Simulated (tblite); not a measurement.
C3H3ClNP.
InChI=1S/C3H3ClNP/c4-3-1-6-2-5-3/h1-2,5H

Level: GFN2-xTB in tblite, geometry and Hessian alike; calculated harmonic values, unscaled, isolated species. The method is semi-empirical: single wavenumbers can be off by several per cent or more.

Harmonic wavenumbers (cm⁻¹): 192.2, 261.9, 406.3, 407.2, 529.4, 583.6, 625.2, 704.7, 775.7, 836.5, 863.4, 932.2, 1087.8, 1123.1, 1201.7, 1320.4, 1403.8, 1484.4, 3131.1, 3150.8, 3430.2.

A = 7325, B = 1505, C = 1248 MHz; mass 118.969 u (most abundant isotopes); point group Cs, symmetry number 1.

Zero-point energy?

½Σν̃ = 12226 cm⁻¹ = 146.25 kJ/mol.

Give the ideal-gas entropy at 400 K and 1 bar in the rigid-rotor, harmonic-oscillator model (classical rotation).

Translation 174.56, rotation 118.93, vibration 55.48: S = 349.0 J/(mol K).

And Cp and H(400 K) − H(0)?

Cp = 113.02 J/(mol K), of which vibrations give 79.77 (their classical limit is 21 R = 174.6); H(400 K) − H(0) = 27.28 kJ/mol without the zero-point energy, 13.98 from vibrations.

What must be added to the electronic energy to get the Gibbs energy at 400 K and 1 bar?

ZPE + [H(400 K) − H(0)] − T·S = 146.25 + 27.28 − 139.59 = 33.94 kJ/mol.

Which modes carry the vibrational entropy at 400 K?

192.2 cm⁻¹: 11.55; 261.9 cm⁻¹: 9.11; 406.3 cm⁻¹: 5.86; 407.2 cm⁻¹: 5.85; 529.4 cm⁻¹: 4.11; 583.6 cm⁻¹: 3.52 J/(mol K); the other 15 give 15.47 together.

How do the functions run with temperature in this model?

```csv
T (K),S (J/(mol K)),Cp (J/(mol K)),H − H(0) (kJ/mol),G − H(0) (kJ/mol),ln q(vib)
150,270.3,54.2,6.01,-34.53,0.31
250,303.9,79.7,12.70,-63.27,1.02
298.15,318.9,91.5,16.82,-78.27,1.45
600,400.7,141.5,53.00,-187.43,4.65
900,463.0,164.6,99.29,-317.38,7.87
```

q(vib) and H(0) count from the zero-point level.

Hindered rotation and anharmonicity are outside this model.

Hardware: an Arm Neoverse V1 with one thread, no GPU (shared host). The figure is for the frequency step alone.
